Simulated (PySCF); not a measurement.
**Basis set benchmark on one molecule**

Molecule: `[S-]P(=S)([S-])[S-]`, [PS4]3-.

Bonds (- single, = double, # triple, : aromatic): S1=P2 2.102 Å, P2-S3 2.102 Å, P2-S4 2.102 Å, P2-S5 2.102 Å. Formal charges: S3 -1, S4 -1, S5 -1.

Total charge -3.

Geometry PBE0-D3(BJ)/def2-SVP throughout; GIAO in PySCF, gas phase, one conformer, non-relativistic; equivalent atoms averaged; functional PBE0.

Reference values (measured; NMR Tables: representative 31P chemical shifts referenced to 85 % H3PO4 (instrument maker's almanac)): δ(P2) = 87.0 ppm vs 85 % H3PO4. Computed shifts are taken against H3PO4, calculated as an isolated molecule at each level.

**Question.** How do the basis sets pcSseg-0, cc-pVDZ, aug-cc-pVDZ, cc-pVTZ, IGLO-III perform against the reference? Times are CPU seconds on 1 thread of an Arm Neoverse V1, shared host.

**Answer.** 
```csv
basis set,functions,P2,abs. error P,core-s
pcSseg-0,65,115.0,28.0,3.6
cc-pVDZ,90,184.4,97.4,5.5
aug-cc-pVDZ,135,186.9,99.9,11
cc-pVTZ,170,159.3,72.3,15
IGLO-III,220,175.0,88.0,18
```

For 31P the closest is pcSseg-0 (28.0 ppm) and the furthest aug-cc-pVDZ (99.9 ppm). Where a smaller basis beats a larger one, errors probably cancel. One molecule is a small sample, and vibrational and solvent effects are absent from the calculation.

A small basis that lands close on one nucleus may do so by chance; judge by the trend and by all nuclei.
